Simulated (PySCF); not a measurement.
All values below come from PySCF with PBE-D3(BJ)/def2-TZVP // B3LYP-D3(BJ)/def2-TZVP. Gas-phase values, no solvent. One relaxed conformer stands for a flexible species; it need not be the lowest. 

Reference species (SMILES): `C=CCNC` (C–C–C–N torsion 123°, C–C–N–C torsion 179°) (neutral, multiplicity 1).

| Quantity | Result |
|---|---|
| HOMO–LUMO gap | 4.25 eV |
| S1 oscillator strength | 0.007 |

Changed species: `CC=C` (X = H; the reference has X = methylamino).

**Question.** What does the change do to the HOMO–LUMO gap and S1 oscillator strength?

**Answer.** the HOMO–LUMO gap goes up by 1.39 eV, to 5.64 eV; the S1 oscillator strength is nearly the same.
